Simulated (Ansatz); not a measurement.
# Worked example: the enthalpy of C2H3F3 → C2H2F2 + HF

Species: C2H3F3 (1,1,1-trifluoroethane) `CC(F)(F)F`, singlet; C2H2F2 `C=C(F)F`, singlet; HF (hydrogen fluoride), singlet. 

Shapes, held fixed at every level: PBE0-D4/def2-TZVP. Programs: Ansatz 0.2.0. The zero-point and thermal terms to 298 K, harmonic and unscaled (PBE0-D4/def2-TZVP), stand in the table.

At PBE-D4/def2-TZVPP; 1 Eh = 2625.50 kJ/mol:

```
species  energy (Eh)  H(298 K) − E (kJ/mol)  tabulated ΔfH (kJ/mol)
 C2H3F3  -377.352646                  153.0                  -744.6
 C2H2F2  -276.905614                  109.1                  -332.9
     HF  -100.393469                   33.5                  -272.7
```

**Question.** Work out the reaction enthalpy at 298 K from the calculation and from the table of heats.

**Answer.** 
1. Electronic: (-276.905614) + (-100.393469) − [(-377.352646)] = 0.053563 Eh = +140.6 kJ/mol.
2. Zero-point and thermal: (109.1) + (33.5) − [(153.0)] = -10.4 kJ/mol.
3. Computed ΔH = +130.2 kJ/mol.
4. From the heats of formation (Active Thermochemical Tables, CRC Handbook of Chemistry and Physics): (-332.9) + (-272.7) − [(-744.6)] = +139.0 kJ/mol.
5. Computed less tabulated: -8.8 kJ/mol. Tabulated heats carry uncertainties of their own. The tabulated value of C2H2F2 is in doubt (older tables, estimates, or at odds with other calculations) and kept here.
